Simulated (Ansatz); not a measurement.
TiC (rock salt): values from a third-order Birch-Murnaghan fit to a volume scan beside measured ones. Computed values: PBEsol (plane waves to 420 eV, PAW, scalar-relativistic; Ansatz, an electronic-structure program). TiC is run without spin polarisation. TiC was relaxed with its symmetry unable to fall.

```csv
quantity,reference,kind,PBEsol,difference
Lattice constant a (Å),4.33,"measured, room temperature or unstated",4.293,-0.8 %
```

References as given in: Guo-Xu Zhang, Anthony M Reilly, Alexandre Tkatchenko et al., New Journal of Physics (2018), doi:10.1088/1367-2630/aac7f0. Values not taken to low temperature hold thermal and zero-point shifts that a static calculation lacks, so small differences there are no errors of the method.

(A scan under strain: stresses follow from slopes of the energy per volume, elastic moduli from its curvatures.)
